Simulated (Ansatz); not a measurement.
Reaction (SMILES): [O-][N+]#N → N#[N+][O-] as triplet, charge 0 (to the triplet)

Wanted: adiabatic triplet-singlet gap, E(triplet) - E(singlet) (0 K, with zero-point energies), in eV. Set-up: UHF or UKS for open shells; no dispersion term unless named; non-relativistic; no spin-orbit coupling. Ab initio and DFT rows: single points at B3LYP-D3(BJ) geometries (Ansatz, a quantum-chemistry and plane-wave program), with unscaled harmonic terms from B3LYP/6-31G* at its own minima. Levels can end on unlike triplets.

| species | coefficient | E at B3LYP/STO-3G (Ansatz), Eh | E at B3LYP/def2-TZVPD (Ansatz), Eh | zero-point energy, kcal/mol |
|---|---|---|---|---|
| N#[N+][O-] | -1 | -182.10965 | -184.74454 | 7.04 |
| N#[N+][O-] as triplet, charge 0 | +1 | -182.06139 | -184.63268 | 4.54 |

 1 Eh = 27.2114 eV and 1 eV = 23.0605 kcal/mol.

### Question
Work the quantity out at each level.

### Answer

- B3LYP/STO-3G: the sum of coefficient times E is 0.04826 Eh, or 1.313 eV; the thermal terms add -0.108. Result: 1.20 eV.
- B3LYP/def2-TZVPD: the sum of coefficient times E is 0.11186 Eh, or 3.044 eV; the thermal terms add -0.108. Result: 2.94 eV.
